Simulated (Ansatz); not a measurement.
## hcp Hf

The numbers are results of LDA in Ansatz (PAW), not measurements.

Settings: plane-wave cutoff 500 eV, 30×30×14 k mesh (along the axes of the cell as run), Fermi–Dirac smearing 0.1 eV, scalar-relativistic PAW data made under PBE.

Cell: relaxed at this level.

* **volume per atom**: 20.83 Å³/atom
* **lattice constant a**: 3.117 Å
* **c axis length**: 4.950 Å

Measured, for comparison: lattice constant a 3.194 Å (293 K, not corrected to a static lattice, our sources range from 3.194 to 3.200; as tabulated in Wikipedia's data pages); lattice parameter c 5.051 Å (293 K, not corrected to a static lattice; as tabulated in Wikipedia's data pages). Computed (rounded) less measured: lattice constant a -2.4 % (-2.4 % to -2.6 % over the range), lattice parameter c -2.0 %. A static lattice is as a rule a little smaller and stiffer than an uncorrected measurement, which narrows the difference in the lattice parameter c and would widen misses of the other sign.

Spin–orbit coupling is not included.

Computing time: about 2.7 core-minutes (a rough figure).

Ansatz is a first-principles code.
